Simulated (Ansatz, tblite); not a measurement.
# BH2(OH) (BH₃O): one state, many levels

One table from this session's results is given with a row withheld; the runs are named, their logs left out.

Computed with Ansatz 0.2.0, Gaussian basis. Level: as each input shows.

Plan: GFN1-xTB, GFN2-xTB, PBE-D4/def2-TZVP, r2SCAN-D4/def2-TZVP, CAM-B3LYP-D4/def2-TZVP, revPBE-D4/def2-TZVP, HF/def2-TZVP, B3LYP-D4/def2-TZVP, r2SCANh-D4/def2-TZVP, B2PLYP/def2-TZVP, ωB97X-V/def2-TZVP, PBE-D4/def2-SVP, PBE0-D4/def2-SVP, HF/6-31G, B3LYP-D4/6-31G, PBE0-D4/def2-TZVPD, PBE-D4/def2-TZVPD, r2SCAN-D4/def2-TZVPD, CCSD(T)/def2-TZVPP, MP2/def2-TZVP, RPA/def2-TZVP, CCSD(T)/def2-TZVPD.

### The relaxed structure

The geometry is that of the singlet, from an earlier relaxation (r2SCAN-D4/def2-TZVP).

5 atoms, charge 0, spin multiplicity 1.

Bond lengths: B1–H2 1.195 Å, B1–H3 1.201 Å, B1–O4 1.352 Å, O4–H5 0.964 Å. Angles: H2–B1–H3 122.8°, H2–B1–O4 116.6°, H3–B1–O4 120.6°, B1–O4–H5 113.3°.

PBE0-D4/def2-TZVP was run before; its log isn't repeated, and its numbers join the tables.

The first run:

Tight binding, by tblite at 300 K electronic temperature and without a spin-polarisation term:

```python
tblite.interface.Calculator('GFN1-xTB', numbers, positions, charge=0, uhf=0).singlepoint()
```

Tight binding, by tblite at 300 K electronic temperature and without a spin-polarisation term:

```python
tblite.interface.Calculator('GFN2-xTB', numbers, positions, charge=0, uhf=0).singlepoint()
```

start.molden holds the orbitals of an earlier run on this state, given as this run's starting guess.

File in.yaml:

```yaml
crystal:
  periodic: [false, false, false]
  atoms:
    - {symbol: B, position_ang: [0.281643, 0.295804, -0.111317]}
    - {symbol: H, position_ang: [1.435655, 0.401676, -0.404158]}
    - {symbol: H, position_ang: [-0.467749, 1.233771, -0.069869]}
    - {symbol: O, position_ang: [-0.156982, -0.949932, 0.178042]}
    - {symbol: H, position_ang: [-1.092578, -0.981319, 0.407302]}
basis:
  gaussian: {orbitals: def2-TZVP, initial_orbitals: start.molden}
hamiltonian: {xc: pbe, dispersion: d4}
scf: {omitted_lower_state_checks: [starts]}
output: {forces: true, orbitals: {seedname: orbitals}}
```

Launch:

```
> ansatz run in.yaml --threads 4 --pin off --events-out ev --progress --plain --max-ram 3916MiB
```

Steps of the session up to this table: PBE-D4/def2-TZVP; r2SCAN-D4/def2-TZVP; CAM-B3LYP-D4/def2-TZVP; revPBE-D4/def2-TZVP; HF/def2-TZVP; B3LYP-D4/def2-TZVP; r2SCANh-D4/def2-TZVP; B2PLYP/def2-TZVP; ωB97X-V/def2-TZVP; PBE-D4/def2-SVP; PBE0-D4/def2-SVP; HF/6-31G; B3LYP-D4/6-31G; PBE0-D4/def2-TZVPD; PBE-D4/def2-TZVPD; r2SCAN-D4/def2-TZVPD; CCSD(T)/def2-TZVPP; MP2/def2-TZVP; RPA/def2-TZVP; CCSD(T)/def2-TZVPD.

One of the session's tables, all rows but one given; the rest of the session is left out.

It belongs to the step «Levels side by side». 

| level | HOMO (eV) | gap (eV) |
| --- | --- | --- |
| HF/6-31G | -12.56 | 16.32 |
| HF/def2-TZVP | -12.64 | 15.37 |
| PBE-D4/def2-SVP | -7.19 | 5.98 |
| PBE-D4/def2-TZVP | -7.38 | 5.94 |
| PBE-D4/def2-TZVPD | -7.41 | 5.90 |
| revPBE-D4/def2-TZVP | -7.36 | 6.02 |
| r2SCAN-D4/def2-TZVP | -7.71 | 6.71 |
| r2SCAN-D4/def2-TZVPD | -7.73 | 6.69 |
| r2SCANh-D4/def2-TZVP | ? | ? |
| B3LYP-D4/6-31G | -8.45 | 8.18 |
| B3LYP-D4/def2-TZVP | -8.70 | 8.01 |
| PBE0-D4/def2-SVP | -8.75 | 8.57 |
| PBE0-D4/def2-TZVP | -8.88 | 8.46 |
| PBE0-D4/def2-TZVPD | -8.91 | 8.41 |
| CAM-B3LYP-D4/def2-TZVP | -10.39 | 11.00 |
| ωB97X-V/def2-TZVP | -11.41 | 13.16 |

**Question.** Estimate the row for r2SCANh-D4/def2-TZVP.

**Answer.** HOMO (eV): -8.26; gap (eV): 7.61. In the column «HOMO (eV)» it lies between B3LYP-D4/6-31G (-8.45) and r2SCAN-D4/def2-TZVPD (-7.73).
